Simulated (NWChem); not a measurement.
System: CN, doublet; SMILES N#[C]

NWChem input:

```
start job
memory heap 200 mb stack 900 mb global 1100 mb
geometry units angstroms noautoz
  C      0.000000     0.000000    -0.623743
  N      0.000000     0.000000     0.536379
end
basis spherical
  C library 6-31g*
  N library 6-31g*
end
dft
  odft
  mult 2
  xc xctpssh
  iterations 150
  mulliken
end
task dft energy
```

NWChem printed, in part:

```
             Northwest Computational Chemistry Package (NWChem) 7.3.0
             --------------------------------------------------------

 ORDER OF PRIMARY AXIS IS BEING SET TO 4
 C4V symmetry detected

                             Geometry "geometry" -> ""
                             -------------------------

 Output coordinates in angstroms (scale by  1.889725989 to convert to a.u.)

  No.       Tag          Charge          X              Y              Z
 ---- ---------------- ---------- -------------- -------------- --------------
    1 C                    6.0000     0.00000000     0.00000000    -0.62468108
    2 N                    7.0000     0.00000000     0.00000000     0.53544092

 Effective nuclear repulsion energy (a.u.)      19.1578510346

      Symmetry information
      --------------------

 Group name             C4v
 Group number             18
 Group order               8
 No. of unique centers     2

                                 NWChem DFT Module
                                 -----------------

 Summary of "ao basis" -> "ao basis" (spherical)
 ------------------------------------------------------------------------------
       Tag                 Description            Shells   Functions and Types
 ---------------- ------------------------------  ------  ---------------------
 C                           6-31g*                  6       14   3s2p1d
 N                           6-31g*                  6       14   3s2p1d

      Symmetry analysis of basis
      --------------------------

        a1         12
        a2          0
        b1          2
        b2          2
        e          12

            General Information
            -------------------
          SCF calculation type: DFT
          Wavefunction type:  spin polarized.
          No. of atoms     :     2
          No. of electrons :    13
           Alpha electrons :     7
            Beta electrons :     6
          Charge           :     0
          Spin multiplicity:     2
          Use of symmetry is: on ; symmetry adaption is: on
          Maximum number of iterations: 150
          AO basis - number of functions:    28
                     number of shells:    12
          Convergence on energy requested:  1.00D-06
          Convergence on density requested:  1.00D-05
          Convergence on gradient requested:  5.00D-04

              XC Information
              --------------
                  TPSS hybrid Method XC Functional
                     Hartree-Fock (Exact) Exchange  0.100
                  TPSS metaGGA Exchange Functional  0.900
             TPSS03 metaGGA Correlation Functional  1.000

             Grid Information
             ----------------
          Grid used for XC integration:  medium
          Radial quadrature: Mura-Knowles
          Angular quadrature: Lebedev.
          Tag              B.-S. Rad. Rad. Pts. Rad. Cut. Ang. Pts.
          ---              ---------- --------- --------- ---------
          C                   0.70       49           5.0       434
          N                   0.65       49           6.0       434
          Grid pruning is: on
          Number of quadrature shells:    98
          Spatial weights used:  Erf1

      Superposition of Atomic Density Guess
      -------------------------------------

 Sum of atomic energies:         -91.95399239

      Non-variational initial energy
      ------------------------------

 Total energy =     -92.333286
 1-e energy   =    -161.759006
 2-e energy   =      50.267869
 HOMO         =      -0.309948
 LUMO         =       0.087023

   Symmetry analysis of molecular orbitals - initial alpha
   -------------------------------------------------------

 !! scf_movecs_sym_adapt:    4 vectors were symmetry contaminated

  Symmetry fudging

 !! scf_movecs_sym_adapt:    2 vectors were symmetry contaminated

  Numbering of irreducible representations:

     1 a1          2 a2          3 b1          4 b2          5 e

  Orbital symmetries:

     1 a1          2 a1          3 a1          4 a1          5 e
     6 e           7 a1          8 e           9 e          10 a1
    11 e          12 e          13 a1         14 a1         15 e
    16 e          17 a1

   Symmetry analysis of molecular orbitals - initial beta
   ------------------------------------------------------

 !! scf_movecs_sym_adapt:    4 vectors were symmetry contaminated

  Symmetry fudging

 !! scf_movecs_sym_adapt:    2 vectors were symmetry contaminated

  Numbering of irreducible representations:

     1 a1          2 a2          3 b1          4 b2          5 e

  Orbital symmetries:

     1 a1          2 a1          3 a1          4 a1          5 e
     6 e           7 a1          8 e           9 e          10 a1
    11 e          12 e          13 a1         14 a1         15 e
    16 e          17 a1

     ---------------------------------------------
      Total Density - Mulliken Population Analysis
     ---------------------------------------------

    Atom       Charge   Shell Charges
 -----------   ------   -------------------------------------------------------
    1 C    6     5.43   2.00  0.78  1.28  0.73  0.60  0.05
    2 N    7     7.57   2.00  0.90  2.28  0.90  1.45  0.03

     --------------------------------------------
      Spin Density - Mulliken Population Analysis
     --------------------------------------------

    Atom       Charge   Shell Charges
 -----------   ------   -------------------------------------------------------
    1 C    6     0.69   0.00  0.04  0.32  0.26  0.07  0.00
    2 N    7     0.31  -0.00 -0.00  0.24  0.02  0.05  0.00

   convergence    iter        energy       DeltaE   RMS-Dens  Diis-err
 ---------------- ----- ----------------- --------- --------- ---------
 d= 0,ls=0.0,diis     1    -92.6579794577 -1.12D+02  2.20D-02  1.03D-01
                                                     2.29D-02  7.75D-02
 d= 0,ls=0.0,diis     2    -92.2037598575  4.54D-01  1.33D-02  1.05D+00
                                                     2.11D-02  1.04D+00
 d= 0,ls=0.0,diis     3    -92.7096190301 -5.06D-01  2.05D-03  1.36D-02
                                                     1.70D-03  1.07D-02
 d= 0,ls=0.0,diis     4    -92.7149816900 -5.36D-03  8.82D-04  7.75D-04
                                                     8.32D-04  2.88D-04
 d= 0,ls=0.0,diis     5    -92.7154415816 -4.60D-04  6.60D-04  2.45D-04
                                                     6.15D-04  5.03D-05
  Resetting Diis
 d= 0,ls=0.0,diis     6    -92.7156274660 -1.86D-04  3.42D-04  3.14D-05
                                                     3.31D-04  1.94D-06
 d= 0,ls=0.0,diis     7    -92.7156692433 -4.18D-05  9.32D-05  2.36D-06
                                                     5.82D-05  8.74D-07
 d= 0,ls=0.0,diis     8    -92.7156739092 -4.67D-06  1.40D-05  1.37D-07
                                                     7.42D-05  2.55D-06
 d= 0,ls=0.0,diis     9    -92.7156744931 -5.84D-07  1.12D-04  5.05D-06
                                                     6.77D-05  1.21D-06
 d= 0,ls=0.0,diis    10    -92.7156780058 -3.51D-06  2.52D-05  1.06D-07
                                                     2.50D-05  1.45D-08
 d= 0,ls=0.0,diis    11    -92.7156781578 -1.52D-07  5.97D-06  1.59D-08
                                                     5.01D-06  6.33D-09

         Total DFT energy =      -92.715678157808
      One electron energy =     -162.503664102344
           Coulomb energy =       62.813009535182
    Exchange-Corr. energy =      -12.182874625267
 Nuclear repulsion energy =       19.157851034622

 Numeric. integr. density =       13.000000210433

                  Occupations of the irreducible representations
                  ----------------------------------------------

                     irrep           alpha         beta
                     --------     --------     --------
                     a1                5.0          4.0
                     a2                0.0          0.0
                     b1                0.0          0.0
                     b2                0.0          0.0
                     e                 2.0          2.0

                    DFT Final Alpha Molecular Orbital Analysis
                    ------------------------------------------

 Vector    5  Occ=1.000000D+00  E=-3.808882D-01  Symmetry=a1
              MO Center=  9.2D-16, -1.3D-15,  7.4D-02, r^2= 1.4D+00
   Bfn.  Coefficient  Atom+Function         Bfn.  Coefficient  Atom+Function
  ----- ------------  ---------------      ----- ------------  ---------------
    19     -0.487595  2 N  pz                 5      0.453081  1 C  pz
    20     -0.330417  2 N  s                  6     -0.286671  1 C  s
    23     -0.226970  2 N  pz                 9      0.168005  1 C  pz
    16     -0.123841  2 N  s                  2     -0.069859  1 C  s
    15      0.059730  2 N  s                  1      0.038355  1 C  s

 Vector    6  Occ=1.000000D+00  E=-3.679571D-01  Symmetry=e
              MO Center= -7.3D-16,  2.0D-15,  7.5D-03, r^2= 1.0D+00
   Bfn.  Coefficient  Atom+Function         Bfn.  Coefficient  Atom+Function
  ----- ------------  ---------------      ----- ------------  ---------------
    18      0.446904  2 N  py                 4      0.407890  1 C  py
    22      0.247198  2 N  py                 8      0.201440  1 C  py
    17     -0.138716  2 N  px                 3     -0.126606  1 C  px
    21     -0.076728  2 N  px                 7     -0.062525  1 C  px
    25     -0.030443  2 N  d -1

 Vector    7  Occ=1.000000D+00  E=-3.679571D-01  Symmetry=e
              MO Center= -9.1D-16, -3.8D-16,  7.5D-03, r^2= 1.0D+00
   Bfn.  Coefficient  Atom+Function         Bfn.  Coefficient  Atom+Function
  ----- ------------  ---------------      ----- ------------  ---------------
    17      0.446904  2 N  px                 3      0.407890  1 C  px
    21      0.247198  2 N  px                 7      0.201440  1 C  px
    18      0.138716  2 N  py                 4      0.126606  1 C  py
    22      0.076728  2 N  py                 8      0.062525  1 C  py
    27      0.030443  2 N  d  1

 Vector    8  Occ=0.000000D+00  E=-1.490442D-02  Symmetry=e
              MO Center= -7.1D-17, -5.6D-18, -1.6D-01, r^2= 1.5D+00
   Bfn.  Coefficient  Atom+Function         Bfn.  Coefficient  Atom+Function
  ----- ------------  ---------------      ----- ------------  ---------------
     7      0.548279  1 C  px                21     -0.510562  2 N  px
     3      0.444590  1 C  px                17     -0.433594  2 N  px
     8     -0.251602  1 C  py                22      0.234294  2 N  py
     4     -0.204020  1 C  py                18      0.198974  2 N  py
    13      0.036857  1 C  d  1

 Vector    9  Occ=0.000000D+00  E=-1.490442D-02  Symmetry=e
              MO Center=  8.1D-16, -2.0D-15, -1.6D-01, r^2= 1.5D+00
   Bfn.  Coefficient  Atom+Function         Bfn.  Coefficient  Atom+Function
  ----- ------------  ---------------      ----- ------------  ---------------
     8      0.548279  1 C  py                22     -0.510562  2 N  py
     4      0.444590  1 C  py                18     -0.433594  2 N  py
     7      0.251602  1 C  px                21     -0.234294  2 N  px
     3      0.204020  1 C  px                17     -0.198974  2 N  px
    11     -0.036857  1 C  d -1

 Vector   10  Occ=0.000000D+00  E= 2.847663D-01  Symmetry=a1
              MO Center= -1.2D-16,  2.8D-16, -7.5D-01, r^2= 2.8D+00
   Bfn.  Coefficient  Atom+Function         Bfn.  Coefficient  Atom+Function
  ----- ------------  ---------------      ----- ------------  ---------------
    20     -3.251017  2 N  s                  6      3.138770  1 C  s
     9      2.528041  1 C  pz                23      1.478730  2 N  pz
    16     -0.188499  2 N  s                 19      0.127011  2 N  pz
    15      0.106320  2 N  s                  1     -0.060506  1 C  s
    26     -0.048661  2 N  d  0               2     -0.028933  1 C  s

                     DFT Final Beta Molecular Orbital Analysis
                     -----------------------------------------

 Vector    4  Occ=1.000000D+00  E=-4.121181D-01  Symmetry=a1
              MO Center=  1.4D-15, -1.4D-15,  3.3D-01, r^2= 1.3D+00
   Bfn.  Coefficient  Atom+Function         Bfn.  Coefficient  Atom+Function
  ----- ------------  ---------------      ----- ------------  ---------------
    20      0.495120  2 N  s                  6     -0.375365  1 C  s
    19      0.366726  2 N  pz                 2     -0.304389  1 C  s
    16      0.291963  2 N  s                 23      0.179232  2 N  pz
     1      0.148182  1 C  s                 15     -0.130181  2 N  s
     9      0.040194  1 C  pz

 Vector    5  Occ=1.000000D+00  E=-3.595070D-01  Symmetry=e
              MO Center= -8.9D-16,  3.9D-16,  7.8D-02, r^2= 9.9D-01
   Bfn.  Coefficient  Atom+Function         Bfn.  Coefficient  Atom+Function
  ----- ------------  ---------------      ----- ------------  ---------------
    17      0.428999  2 N  px                 3      0.339182  1 C  px
    21      0.248748  2 N  px                18     -0.243816  2 N  py
     4     -0.192769  1 C  py                 7      0.162152  1 C  px
    22     -0.141372  2 N  py                 8     -0.092157  1 C  py
    13     -0.032163  1 C  d  1              27      0.028469  2 N  d  1

 Vector    6  Occ=1.000000D+00  E=-3.595070D-01  Symmetry=e
              MO Center=  3.3D-17,  1.3D-16,  7.8D-02, r^2= 9.9D-01
   Bfn.  Coefficient  Atom+Function         Bfn.  Coefficient  Atom+Function
  ----- ------------  ---------------      ----- ------------  ---------------
    18      0.428999  2 N  py                 4      0.339182  1 C  py
    22      0.248748  2 N  py                17      0.243816  2 N  px
     3      0.192769  1 C  px                 8      0.162152  1 C  py
    21      0.141372  2 N  px                 7      0.092157  1 C  px
    11      0.032163  1 C  d -1              25     -0.028469  2 N  d -1

 Vector    7  Occ=0.000000D+00  E=-2.436281D-01  Symmetry=a1
              MO Center=  6.4D-16, -5.7D-16, -5.6D-01, r^2= 1.4D+00
   Bfn.  Coefficient  Atom+Function         Bfn.  Coefficient  Atom+Function
  ----- ------------  ---------------      ----- ------------  ---------------
     6      0.594314  1 C  s                  5     -0.452023  1 C  pz
    19      0.375372  2 N  pz                23      0.231888  2 N  pz
     9     -0.179958  1 C  pz                 2      0.138472  1 C  s
     1     -0.095997  1 C  s                 20      0.087208  2 N  s
    12     -0.026709  1 C  d  0

 Vector    8  Occ=0.000000D+00  E= 1.145853D-02  Symmetry=e
              MO Center= -1.2D-15, -3.7D-16, -2.2D-01, r^2= 1.5D+00
   Bfn.  Coefficient  Atom+Function         Bfn.  Coefficient  Atom+Function
  ----- ------------  ---------------      ----- ------------  ---------------
     7      0.607136  1 C  px                21     -0.527057  2 N  px
     3      0.482966  1 C  px                17     -0.441752  2 N  px
     8      0.171765  1 C  py                22     -0.149110  2 N  py
     4      0.136636  1 C  py                18     -0.124976  2 N  py

 Vector    9  Occ=0.000000D+00  E= 1.145853D-02  Symmetry=e
              MO Center= -3.7D-15,  1.8D-15, -2.2D-01, r^2= 1.5D+00
   Bfn.  Coefficient  Atom+Function         Bfn.  Coefficient  Atom+Function
  ----- ------------  ---------------      ----- ------------  ---------------
     8      0.607136  1 C  py                22     -0.527057  2 N  py
     4      0.482966  1 C  py                18     -0.441752  2 N  py
     7     -0.171765  1 C  px                21      0.149110  2 N  px
     3     -0.136636  1 C  px                17      0.124976  2 N  px

     ---------------------------------------------
      Total Density - Mulliken Population Analysis
     ---------------------------------------------

[...]
```

Level: TPSSh/6-31G* (spherical d), spin-unrestricted. Coordinates come from a PBE0-D3(BJ)/def2-TZVP, spin-unrestricted optimisation. No stability test was run on the SCF state.
